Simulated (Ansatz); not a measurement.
Born–Oppenheimer molecular dynamics of H$_{2}$S$_{3}$ (5 atoms, charge 0, multiplicity 1). It starts from a relaxed structure.

Level of theory: RKS BLYP-D4/def2-SVP (Ansatz 0.2.0).

```
ensemble             : NVT, Nosé–Hoover chain
time step            : 0.5 fs
steps asked          : 300
set temperature      : 300 K
thermostat           : time constant 50 fs, chain length 5
temperature schedule : 75 steps to 300 K, then 225 steps to 600 K
seed                 : 580478
```

First frame:

```xyz
5
Properties=species:S:1:pos:R:3
S -1.634 -0.784 0.053
S -0.386 0.778 0.771
S 1.610 0.056 0.849
H -1.522 -0.513 -1.287
H 1.982 0.389 -0.428
```

Q: How far do the bonds stretch over the last three quarters of this one trajectory? (Pairs bonded in most of those frames.)

A: 
```tsv
bond	mean (Å)	spread (Å)	shortest	longest
S1–S2	2.126	0.028	2.09	2.17
S1–H4	1.378	0.047	1.30	1.45
S2–S3	2.145	0.029	2.11	2.22
S3–H5	1.375	0.026	1.33	1.42
```

Mean temperature of the second half: 314 K. The conserved energy stayed within 0.25 meV per atom of its start (net change 0.24 meV per atom), so the integration is sound. The schedule's set-point averaged 500 K over the second half and the system 314 K, so it lags behind the ramp. A run of 0.15 ps of so small a system gives no equilibrium averages.

The run took 4.7 min on 1 thread of Arm Neoverse V1, with other jobs on the host, peak memory 0.09 GiB.
